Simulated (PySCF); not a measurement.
Molecule: `CCNCC=C`, C5H11N.

Geometry (Å), atoms numbered from 1 in this order:
```xyz
17

C     3.0123    0.1077    0.7132
C     1.7285   -0.2401    0.8172
C     0.9173   -0.8481   -0.2934
N    -0.2220   -0.0638   -0.7276
C    -1.3358    0.0079    0.1919
C    -2.4935    0.7749   -0.4178
H     3.5713   -0.0625   -0.2139
H     3.5574    0.5654    1.5433
H     1.2043   -0.0562    1.7636
H     1.5758   -1.0340   -1.1590
H     0.5383   -1.8366    0.0230
H     0.0825    0.8727   -0.9866
H    -1.6549   -1.0263    0.4120
H    -1.0807    0.4592    1.1764
H    -2.7970    0.3194   -1.3720
H    -3.3605    0.7914    0.2592
H    -2.2124    1.8215   -0.6200
```

Geometry PBE0-D3(BJ)/def2-SVP throughout; GIAO in PySCF 2.14, gas phase, one conformer, non-relativistic; equivalent atoms averaged; basis pcSseg-1.

(1) How do the shifts δ (against TMS, NH3 at the same level) depend on the functional? (a selection of nuclei; ppm; last column core-seconds on shared hosts with different chips, so compare them loosely)

(2) Which nucleus among those listed moves most, in ppm?

Answers

(1) 
```
functional                    kind     C1    N4    H9    H7    H8  H10/H11  H13/H14  H15/H16/H17    H12  core-s
        HF            Hartree–Fock  122.9  49.1  6.41  5.32  5.22     2.96     2.28         1.16  -0.67     6.6
       LDA                     LDA  126.4  79.7  6.77  5.33  5.28     3.45     2.91         1.11  -0.40      20
       PBE                     GGA  120.0  76.0  6.64  5.21  5.17     3.36     2.85         1.11  -0.43      24
      BLYP                     GGA  119.1  81.0  6.56  5.10  5.03     3.35     2.86         1.13  -0.44      24
      BP86                     GGA  119.9  73.0  6.61  5.21  5.16     3.35     2.84         1.12  -0.42      23
      OPBE                     GGA  115.6  66.7  6.62  5.26  5.26     3.31     2.77         1.08  -0.35      24
       KT2                     GGA  112.4  74.1  6.47  5.05  5.00     3.33     2.84         1.11  -0.42      42
       KT3                     GGA  110.3  73.1  6.42  5.01  4.98     3.28     2.79         1.10  -0.36      40
     B97-D                     GGA  115.5  72.3  6.52  5.12  5.07     3.33     2.83         1.14  -0.38      42
     B3LYP           global hybrid  121.8  72.4  6.53  5.18  5.12     3.25     2.69         1.13  -0.51      31
      PBE0           global hybrid  122.8  65.7  6.59  5.30  5.26     3.23     2.64         1.11  -0.52      23
  mPW1PW91           global hybrid  122.8  64.8  6.56  5.28  5.24     3.22     2.63         1.11  -0.52      25
      WP04           global hybrid  120.9  62.3  6.12  4.97  4.96     3.05     2.52         1.06  -0.21      14
     B97-2           global hybrid  119.5  64.5  6.52  5.23  5.19     3.22     2.65         1.11  -0.48      13
 BHandHLYP           global hybrid  123.8  63.2  6.47  5.25  5.18     3.12     2.50         1.13  -0.58      13
 CAM-B3LYP  range-separated hybrid  125.1  67.8  6.54  5.27  5.20     3.19     2.61         1.13  -0.57      17
   wB97X-D  range-separated hybrid  123.9  60.6  6.54  5.32  5.26     3.17     2.58         1.12  -0.58      17
   LC-wPBE  range-separated hybrid  128.5  53.9  6.55  5.44  5.41     3.10     2.47         1.10  -0.59      25
```

(2) N4 (amine nitrogen): from 49.1 ppm with HF to 81.0 ppm with BLYP. The smallest spread is 0.10 ppm, at H15/H16/H17. Proton shifts span only some 12 ppm, so a few tenths of a ppm matter as much there as several ppm in carbon.
